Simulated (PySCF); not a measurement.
Aluminium: a sound run and one with changed settings

Sound run: Al [Ne] 3s2 3p1, Al⁺ [Ne] 3s2. Calculation: PySCF 2.14, in cc-pVDZ-DK; the spin-free X2C one-electron Hamiltonian (Gaussian nucleus). In the sound run the correlated levels freeze [Ne]. The sound run starts from symmetry-adapted Hartree-Fock orbitals and uses a fine grid where one is needed.

Changed run: no relativity, point nucleus. This setting is unsound on purpose.

| species | method | sound run (hartree) | changed run (hartree) | converged |
| --- | --- | --- | --- | --- |
| Al | UHF | -242.30843 | -241.79286 | yes |
| Al | M06-2X | -242.78292 | -242.26745 | yes |
| Al | TPSS | -242.81466 | -242.29940 | yes |
| Al | MP2 | -242.33898 | -241.82340 | yes |
| Al | CCSD(T) | -242.35612 | -241.84058 | yes |
| Al⁺ | UHF | -242.10361 | -241.58769 | yes |
| Al⁺ | M06-2X | -242.57207 | -242.05620 | yes |
| Al⁺ | TPSS | -242.58904 | -242.07338 | yes |
| Al⁺ | MP2 | -242.12858 | -241.61267 | yes |
| Al⁺ | CCSD(T) | -242.14201 | -241.62615 | yes |

Ionisation energy of Al:

```csv
method,sound run (eV),changed run (eV)
UHF,5.574,5.583
M06-2X,5.737,5.748
TPSS,6.139,6.150
MP2,5.725,5.734
SCS-MP2,5.706,5.715
CCSD,5.808,5.816
CCSD(T),5.826,5.835
```

Most of the change in total energy is the relativistic energy itself. On top of that the contraction fixes the core shape for the Hamiltonian it was made with, so the changed run is not a good calculation with the other Hamiltonian either.

For comparison, NIST gives 5.986 eV between the lowest levels.
